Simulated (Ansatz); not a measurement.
Geometry optimisation, Ansatz 0.2.0, RKS PBE0/def2-SVP.

Input file:

```yaml
crystal:
  periodic: [false, false, false]
  atoms:
    - { symbol: O, position_ang: [-0.3818, 1.4441, -0.7661] }
    - { symbol: C, position_ang: [0.0479, 0.4343, 0.0294] }
    - { symbol: S, position_ang: [1.0506, -0.665, -0.9677] }
    - { symbol: S, position_ang: [-1.2599, -0.4617, 0.7366] }
    - { symbol: H, position_ang: [-0.9459, 1.0303, -1.4825] }
    - { symbol: H, position_ang: [0.651, 0.884, 0.8351] }
    - { symbol: H, position_ang: [1.4852, -1.4515, 0.0661] }
    - { symbol: H, position_ang: [-1.88555, 0.53472, 1.32116] }
basis:
  gaussian: { orbitals: def2-SVP }
hamiltonian:
  xc: pbe0
relax:
  f_tol: 0.015
  max_steps: 40
output:
  orbitals: {}
```

Run as:

```bash
$ ansatz run input.yaml --threads 1 --pin off --max-ram 2048MiB --backend cpu --events-out ev --progress --plain --runs-dir out
```

Problem. Where does it end, and by what steps?

Solution. The forces met the threshold. After 8 steps the energy has fallen by 0.250 eV; H7 moved furthest, 0.21 Å.

```tsv
step	energy less start (eV)	largest force component (eV/Å)	accepted
0	0.0000	2.544	yes
1	-0.1990	0.741	yes
2	-0.2412	0.321	yes
3	-0.2479	0.130	yes
4	-0.2495	0.040	yes
5	-0.2499	0.022	yes
6	-0.2501	0.017	yes
7	-0.2500	0.017	no
8	-0.2501	0.003	yes
```

```xyz
8
Properties=species:S:1:pos:R:3
O -0.384 1.473 -0.855
C 0.063 0.496 -0.002
S 1.209 -0.630 -0.906
S -1.273 -0.535 0.716
H -0.950 1.051 -1.517
H 0.608 0.998 0.809
H 1.305 -1.562 0.067
H -1.816 0.457 1.461
```

Whether the end is a true minimum wasn't checked by a vibrational analysis.

The run took 100 s on 1 thread of Intel(R) Xeon(R) Processor @ 2.50GHz (Skylake/Cascade Lake), with other jobs on the host, peak memory 0.17 GiB.
